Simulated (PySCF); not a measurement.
**BOF: singlet, from a linear start**

Aim: relax BOF as a singlet from a linear start, check by its vibrations whether the end is a minimum, and collect its spectrum and constants.

Computed with PySCF 2.14.0. Level: PBE0, basis B def2-TZVP, O def2-TZVP, F def2-TZVP, no relativity, density fitting.

**1. Where the work starts**

3 atoms, charge 0, spin multiplicity 1.

Bond lengths: B1–O2 1.350 Å, B1–F3 1.490 Å. Angles: O2–B1–F3 180.0°.

Coordinates in bohr (charge 0 multiplicity 1):
```
B     0.0000    0.0000    0.0000
O     0.0000    0.0000   -2.5511
F     0.0000    0.0000    2.8157
```

**2. The SCF at the typed geometry**

One driver script runs all steps and calls PySCF; scf.py shows how it sets up the SCF of each step. The optimiser is the driver's own. After this first run the driver tries any further starts and a stability analysis.

scf.py

```python
from pyscf import gto, scf, dft
mol = gto.M(atom='''
B      0.000000     0.000000     0.000000
O      0.000000     0.000000    -1.350000
F      0.000000     0.000000     1.490000''',
    basis={'B': 'def2-TZVP', 'O': 'def2-TZVP', 'F': 'def2-TZVP'},
    charge=0, spin=0)
mf = dft.RKS(mol, xc='PBE0')
mf.grids.atom_grid = (50, 194)
aux = {'B': 'def2-universal-JKFIT', 'O': 'def2-universal-JKFIT', 'F': 'def2-universal-JKFIT'}
mf = mf.density_fit(auxbasis=aux)
mf.conv_tol = 1e-08
mf.diis_space = 10
mf.max_cycle = 60
mf.init_guess = 'minao'
mf.verbose = 4
mf.kernel()
```

Started as:

```
$ OMP_NUM_THREADS=2 python axn.py task.json out
```

After this run come: Relaxing the singlet from the linear start; Vibrations and properties at this point.

Before running it: what results should come out? Wanted: minimum; geometry; wavenumbers; dipole moment; highest occupied, lowest empty level; polar-tensor charge of B1; zero-point energy; atomisation energy.

The runs gave:

| quantity | value |
| --- | --- |
| minimum | singlet, C∞v |
| geometry | B–F 1.282 Å, B–O 1.206 Å; F–B–O 180.0° |
| wavenumbers (cm⁻¹) | 511 (π), 1033 (σ+), 2137 (σ+) |
| dipole moment | 2.15 D |
| highest occupied, lowest empty level | -10.29, -0.49 eV |
| polar-tensor charge of B1 | +1.12 e |
| zero-point energy | 25.1 kJ/mol |
| entropy at 298.15 K | 224.6 J/(mol K) |
| atomisation energy (no zero-point energy) | 1487 kJ/mol |

**Reading.** The linear start keeps its C∞v symmetry and ends in a minimum. In the infrared the band at 2137 cm⁻¹ (σ+) leads. Only this shape and spin were tried, so other structures or states may lie lower.
